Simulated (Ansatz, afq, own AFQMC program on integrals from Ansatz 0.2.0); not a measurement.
N⁺, triplet: AFQMC among the cluster methods

A free N cation.

Basis cc-pVTZ. Only valence electrons are correlated. Ansatz 0.2.0 and our own AFQMC program on the same integrals; the CISD trial comes from CCSD amplitudes, and released means the phaseless constraint is let go. Uncertainties: one standard error, sampling alone.

Determinant: UHF, the one that the program's search chose, which needn't be the lowest solution.

Full CI on the same integrals is exact in this basis and with this determinant's frozen core.

```
T1 diagnostic                               : 0.0063
weight of the determinant in the CISD state : 0.962
⟨S²⟩ of the determinant                     : 2.007
size of the correlated space                : 4 electrons in 29 orbitals
```

Reference: full CI, correlation energy -2.571 eV. The released energy is read at 1.62 1/Eh, later times being too noisy (meV from the phaseless value at times in 1/Eh: -1.1 ± 0.5 at 0.24, -2.3 ± 1.0 at 0.51, -1.8 ± 0.5 at 0.99, -4.0 ± 1.2 at 1.62, -131 ± 127 at 2.40).

```tsv
level	E − E(reference) (kJ/mol)	share of correlation (%)
HF	248.1	0.00
MP2	60.4	75.67
CCSD	5.1	97.94
CCSD(T)	0.9	99.63
CCSDT	0.1	99.97
CCSDT(Q)	0.0	100.00
ph-AFQMC/CISD	0.4 ± 0.04	99.83
released AFQMC	0.0 ± 0.1	99.98
```

CCSDT and higher add their correlation energy to the determinant of the CCSD(T) run, since their own runs factorise the integrals more tightly (a shift of under 2 meV). A walk keeps the symmetry of its determinant, which the program's search chose and which needn't be the lowest solution, so a lower state of the same spin and another symmetry isn't excluded. Released energies are given only where the last usable release times agree within the noise; a slower fall can still hide under it.
